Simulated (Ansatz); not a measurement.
Two structures of SiH₅ClO, closed shell, reached by relaxing down either side of one saddle point (PBE0-D4/def2-TZVP). Energies are electronic, without zero-point energy. Computed with Ansatz 0.2.0 (basis: def2-TZVPP and def2-QZVPP); correlated methods freeze the cores. Extrapolation: Hartree–Fock as exp(−7.88 √X), correlation as X^−2.97. First:

| atom | x (Å) | y (Å) | z (Å) |
| --- | --- | --- | --- |
| Si1 | -0.6094 | -0.7435 | -0.4361 |
| H2 | 0.8497 | -1.0349 | -0.2675 |
| H3 | -1.1135 | -1.4752 | -1.6194 |
| H4 | -1.2936 | -1.2208 | 0.7952 |
| O5 | -0.8636 | 0.8527 | -0.7225 |
| H6 | 1.8712 | 0.5190 | 0.8729 |
| Cl7 | 1.6405 | 1.6302 | 1.4734 |
| H8 | -0.4813 | 1.4725 | -0.0959 |

Second:

```xyz
8
angstrom
Si -0.7775 0.2151 0.0986
H 2.7556 -2.0907 -0.3826
H -0.3050 -0.7707 -0.8899
H -1.6681 -0.3785 1.1219
O -1.5196 1.3951 -0.7509
H 2.5590 -1.4534 -0.0473
Cl 0.8485 0.9445 1.1255
H -1.8931 2.1387 -0.2753
```

Task: Which bonds change from the first to the second?

Result: SiH₄O ([OH][SiH3]) + HCl → SiH₃ClO ([OH][SiH2][Cl]) + H₂; bonds formed: Si1–Cl7, H2–H6; bonds broken: Si1–H2, H6–Cl7.

Task: Give the saddle point's structure and its height above each. (Judge from chemistry; the value comes from the calculation.)

Result: Computed: 133.5 kJ/mol above the first and 216.5 kJ/mol above the second (CCSD(T) at an estimated basis limit (MP2 extrapolated from triple and quadruple zeta, plus CCSD(T) − MP2 in triple zeta)).
```
8
angstrom
Si -0.4171 -0.3801 -0.1338
H 1.2023 -0.9327 -0.2969
H -0.6760 -1.3507 -1.2273
H -0.9022 -0.9362 1.1371
O -0.9180 1.0006 -0.8153
H 1.3439 -0.2732 0.2807
Cl 1.0507 1.0854 1.3649
H -0.6838 1.7869 -0.3095
```

No T1 diagnostic of these runs exceeds 0.013.

Labels in which every atom is bracketed show which atoms are joined, not bond orders.

For scale, one of the runs: CCSD(T)/def2-TZVPP, 185 basis functions, launched by `ansatz run in.yaml --threads 2 --pin off --events-out ev --progress --plain --max-ram 4352MiB`. Hardware: 2 CPU threads of an AMD EPYC 9R45, shared host. Wall time 17 s; peak host memory 1.8 GiB.
